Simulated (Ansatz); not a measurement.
One change: `CCNN` becomes `CCN`.

Ansatz, PBE0-D4/def2-TZVP geometries, multiplicity 1. Each molecule was computed in one conformer, which needn't be the lowest.

```csv
property,`CCNN`
size of the dipole moment (ωB97M-V/def2-TZVPP) / D,1.70
HOMO energy (ωB97M-V/def2-TZVPP) / eV,-8.98
size of the dipole moment (PBE/def2-TZVPP) / D,1.64
HOMO–LUMO gap (ωB97M-V/def2-TZVPP) / eV,11.36
LUMO energy (PBE/def2-TZVPP) / eV,0.14
HOMO–LUMO gap (B3LYP/def2-TZVPP) / eV,6.96
```

Q: What does the change do to each property? (Estimate.)

A: The calculation gave: 
```tsv
property	`CCN`	shift
size of the dipole moment (ωB97M-V/def2-TZVPP) / D	1.30	-0.40
HOMO energy (ωB97M-V/def2-TZVPP) / eV	-9.24	-0.26
size of the dipole moment (PBE/def2-TZVPP) / D	1.21	-0.43
HOMO–LUMO gap (ωB97M-V/def2-TZVPP) / eV	11.73	0.37
LUMO energy (PBE/def2-TZVPP) / eV	0.28	0.14
HOMO–LUMO gap (B3LYP/def2-TZVPP) / eV	7.32	0.36
```

With PBE0 the HOMO falls by 0.24 eV and the LUMO rises by 0.12 eV, so the gap widens by about 0.36 eV. PBE moves the HOMO by -0.22 eV and ωB97M-V by -0.26 eV. The zero-point energy changes by -46.1 kJ/mol with -6 modes. Dipoles are sizes alone; their direction can turn.

B3LYP here is the variant with VWN-RPA as its local correlation; programs differ in this.
